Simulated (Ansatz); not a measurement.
## Worked example: vertical ionisation energy of CHO2 (SMILES O=[C]O)

CHO2 has 4 atoms, charge 0, and is taken as a doublet. SMILES: `O=[C]O`. Geometry: relaxed at PBE0-D4/def2-TZVP.

Both states at this one shape; open shells run unrestricted unless said. 1 Eh = 27.2114 eV.

| level | program | doublet CHO2 (Eh) | singlet [CHO2]+ (Eh) |
| --- | --- | --- | --- |
| UHF/STO-3G | Ansatz | -185.586603 | -185.303593 |
| UBLYP/STO-3G | Ansatz | -186.431572 | -186.163117 |
| U-wB97M-V/STO-3G | Ansatz | -186.494559 | -186.221385 |
| UCAM-B3LYP/STO-3G | Ansatz | -186.400988 | -186.114657 |

**Question.** Work out the vertical ionisation energy at each level.

**Answer.** 
1. UHF/STO-3G: -185.303593 − (-185.586603) = 0.283010 Eh = 7.70 eV.
2. UBLYP/STO-3G: -186.163117 − (-186.431572) = 0.268455 Eh = 7.31 eV.
3. U-wB97M-V/STO-3G: -186.221385 − (-186.494559) = 0.273174 Eh = 7.43 eV.
4. UCAM-B3LYP/STO-3G: -186.114657 − (-186.400988) = 0.286331 Eh = 7.79 eV.

No measured value is set beside it here; the levels span 7.31 to 7.79 eV. Minimal sets are far from the basis-set limit.
